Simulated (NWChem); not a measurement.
Species: nitrogen (N2); SMILES N#N

```xyz
2

N      0.0000     0.0000     0.5447
N      0.0000     0.0000    -0.5447
```
Atoms are numbered in this order, from 1.

All runs: NWChem. Pople sets run with spherical d functions. All runs use the structure optimised with PBE0-D3(BJ)/def2-TZVP. B3LYP is NWChem's, with the RPA form of VWN correlation. Vertical excitations in the gas phase; the lowest state need not have the same character in each row.

```tsv
level	lowest excitation, singlet (eV)	orbital gap (eV)
PBE/6-31+G*, TDA	9.32	[?]
B3LYP/6-31+G*, TDA	9.49	11.03
LDA (Slater exchange, VWN5)/6-31+G*, TDA	9.30	8.28
Hartree-Fock/6-31+G*, CIS	8.70	20.45
```

Problem. What belongs in the gaps?

Solution. 
- PBE/6-31+G*, TDA, orbital gap (eV): 8.39
